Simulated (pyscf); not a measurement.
Structures and frequencies: ωB97X-D3(BJ)/def2-SVP in PySCF. MP2 and CC: frozen core, UHF for open shells. ΔMP2 is the change of the MP2 total energy from the triple- to the quadruple-zeta basis.

What is the homolytic dissociation enthalpy (298 K, CCSD(T)/def2-TZVPP + ΔMP2(QZVPP)) of the B–F bond of HN=B–F (SMILES N=BF), to [B=NH]• + F•?

B–F to [B=NH]• + F•: 158.7 kcal/mol. The radicals are drawn with the spin at the cut bond; how far it spreads was not checked. The CCSD(T) − MP2 part came from Ansatz, without density fitting, on the same reference. Left out: the spin-orbit lowering of F. The term symbol of open-shell B=NH was not checked; spin-orbit terms are left out.
